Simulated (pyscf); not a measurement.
# Routes from HO–Si(OH)(OH)–OH (SMILES O[Si](O)(O)O) + H• (SMILES [H])

Candidate steps break at most two bonds and form at most two. Each was searched with GFN2-xTB (tblite) first. Single points on ωB97X-D3(BJ)/def2-SVP structures (PySCF, gas phase). Energies: ωB97M-D3(BJ)/def2-TZVP, eV, from the separated reactants, doublet surface.

```json
[
 {"products": "•O–Si(OH)(OH)–OH + H₂", "type": "hydrogen abstraction", "ΔE‡": "0.99", "ΔE": "+0.77", "ΔG‡ 298 K": "1.14", "ΔG‡ 900 K": "1.64", "ν‡ (cm⁻¹)": "877i"},
 {"products": "HO–Si(OH)(OH)–OH + H•", "type": "substitution at O", "ΔE‡": "1.43", "ΔE": "0.00", "ΔG‡ 298 K": "1.51", "ΔG‡ 900 K": "1.97", "ν‡ (cm⁻¹)": "2867i"}
]
```

Plain bond fissions and candidates not yet searched are not listed, and one of them may be faster. Each barrier is that of the saddle found; lower ones may exist.
